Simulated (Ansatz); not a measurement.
Candidates: α-phase Ga, diamond, fcc Ag, hcp Be, bcc K, diamond-structure Si. Level: HSE06 in Ansatz (PAW).

Ansatz's runs of these crystals have no spin polarisation.

Free atoms are spin-polarised, in the lowest state found; at levels without +SOC their spin–orbit coupling is left out. Each level is taken at its own relaxed cell. Ansatz's density-functional and Hartree–Fock values are scalar-relativistic unless marked +SOC, with PAW data made under PBE.

Task: Which of them have a computed cohesive energy between 1.6 and 3.2 eV/atom?

Result: α-phase Ga, fcc Ag. The values: α-phase Ga 2.64 eV/atom; diamond 7.64 eV/atom; fcc Ag 2.38 eV/atom; hcp Be 3.70 eV/atom; bcc K 0.84 eV/atom; diamond-structure Si 4.58 eV/atom.

Ansatz is an electronic-structure program.
